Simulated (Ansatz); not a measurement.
Mulliken charges of C2HClO2, SMILES `O=C=C(O)Cl` from ωB97M-V/def2-TZVPP in Ansatz (PBE0-D4/def2-TZVP geometry).

```
atom   x (Å)   y (Å)   z (Å)  charge (e)
  O1   0.638  -2.212  -0.077      -0.147
  C2   0.339  -1.094  -0.132       0.264
  C3   0.009   0.179  -0.204       0.012
  O4   0.265   1.047   0.806      -0.281
 Cl5  -0.647   0.753  -1.694      -0.055
  H6  -0.561   1.263   1.255       0.206
```

Question: By hand: the dipole of these point charges (1 e Å = 4.8032 D).

Answer: Σ q r = (-0.159, -0.037, 0.099) e Å, of length 0.191 e Å = 0.92 D.

Question: How does the dipole of the full density compare? (Estimate.)

Answer: Computed: (-0.268, 0.143, 0.216) e Å, 1.79 D; the point charges give 0.51 times that, at 34° from its direction.

Point charges leave out the atoms' own dipoles, such as those of lone pairs, and Mulliken's split depends on the basis, so the two needn't agree.
